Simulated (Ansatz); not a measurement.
We consider chalcopyrite ZnGeP2, described by PBEsol (Ansatz, a program for electronic structure, plane waves, PAW).

Settings: plane-wave cutoff 520 eV, 10×10×10 k mesh, Fermi–Dirac smearing 0.01 eV, scalar-relativistic PAW data made under PBE.

Properties against volume (c/a stays at 1.975):

Shape and atoms are relaxed at each volume.

```
V (Å³/atom)  P (GPa)  direct gap at Γ (eV)  smallest gap on the k mesh (eV)
-----------  -------  --------------------  -------------------------------
18.905          3.73                 1.150                            1.033
19.299          1.76                 1.198                            1.066
19.693          0.00                 1.241                            1.096
20.086         -1.58                 1.246                            1.113
20.480         -2.99                 1.114                            1.066
```

The fundamental gap (1.07 eV at the equilibrium volume, with added k points) lies elsewhere than Γ–Γ.

Measured, for comparison: band gap 2.05 eV (temperature not stated, no zero-point or thermal correction, pseudodirect, our sources range from 1.80 to 2.20; as tabulated in Rashkeev et al. (1999), arXiv:cond-mat/9809378).

Note: the bulk modulus comes from volumes at which shape and atoms were relaxed.

Spin–orbit coupling is not included.
